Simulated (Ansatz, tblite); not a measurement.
Potential energy curve for H2, singlet.

RCCSD = Ansatz (a quantum-chemistry and plane-wave program) with CCSD on RHF/aug-cc-pVTZ, frozen core; GFN2-xTB, 300 K electronic temperature (tblite); RKS-BLYP = restricted BLYP/aug-cc-pVTZ (Ansatz).

Total energies in hartree (comparable only within one method and basis):

```
R / Å     RCCSD  GFN2-xTB  RKS-BLYP
-----  --------  --------  --------
0.60   -1.15376  -0.95900  -1.15012
0.64   -1.16377  -0.97003  -1.16027
0.68   -1.16962  -0.97701  -1.16629
0.70   -1.17129  -0.97930  -1.16805
0.73   -1.17252  -0.98152  -1.16942
0.75   -1.17260  -0.98232  -1.16960
0.77   -1.17218  -0.98266  -1.16928
0.79   -1.17132  -0.98260  -1.16851
0.81   -1.17007  -0.98219  -1.16736
0.86   -1.16555  -0.97988  -1.16306
0.94   -1.15537  -0.97319  -1.15319
1.02   -1.14306  -0.96410  -1.14107
1.14   -1.12294  -0.94837  -1.12098
1.23   -1.10778  -0.93608  -1.10554
1.33   -1.09165  -0.92256  -1.08875
1.49   -1.06851  -0.90192  -1.06361
1.67   -1.04727  -0.88073  -1.03863
1.86   -1.03050  -0.86103  -1.01625
2.01   -1.02092  -0.84750  -1.00132
2.23   -1.01154  -0.83086  -0.98331
2.65   -1.00328  -0.80878  -0.95926
3.00   -1.00097  -0.79820  -0.94668
```

With two correlated electrons CCSD is exact in the basis where it finds the lowest root (RCCSD). The restricted form behind RKS-BLYP keeps the bonding electrons paired and can't separate into open-shell fragments.
